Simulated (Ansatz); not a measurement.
Start from `N=C(N)Cl` and change one atom or group to get `COC(=N)Cl`.

Ansatz, PBE0-D4/def2-TZVP geometries, multiplicity 1. Each molecule was computed in one conformer, which needn't be the lowest.

```
                                          property  `N=C(N)Cl`
  size of the dipole moment (B3LYP/def2-TZVPP) / D        1.88
              HOMO–LUMO gap (PBE0/def2-TZVPP) / eV        8.10
                LUMO energy (PBE0/def2-TZVPP) / eV        0.52
    size of the dipole moment (PBE/def2-TZVPP) / D        1.87
size of the dipole moment (ωB97M-V/def2-TZVPP) / D        1.87
               HOMO–LUMO gap (PBE/def2-TZVPP) / eV        5.73
```

(1) Give the same properties after the change, and the shifts. (Estimate.)

## Answers

(1) Ansatz gave: 
```
                                          property  `COC(=N)Cl`  shift
  size of the dipole moment (B3LYP/def2-TZVPP) / D         3.59   1.71
              HOMO–LUMO gap (PBE0/def2-TZVPP) / eV         8.59   0.49
                LUMO energy (PBE0/def2-TZVPP) / eV         0.31  -0.21
    size of the dipole moment (PBE/def2-TZVPP) / D         3.52   1.65
size of the dipole moment (ωB97M-V/def2-TZVPP) / D         3.60   1.73
               HOMO–LUMO gap (PBE/def2-TZVPP) / eV         6.02   0.29
```

With PBE0 the HOMO falls by 0.71 eV and the LUMO falls by 0.21 eV, so the gap widens by about 0.50 eV. PBE moves the HOMO by -0.53 eV and ωB97M-V by -0.71 eV. The zero-point energy changes by 41.7 kJ/mol with +6 modes. Dipoles are sizes alone; their direction can turn.

B3LYP here is the variant with VWN-RPA as its local correlation; programs differ in this.
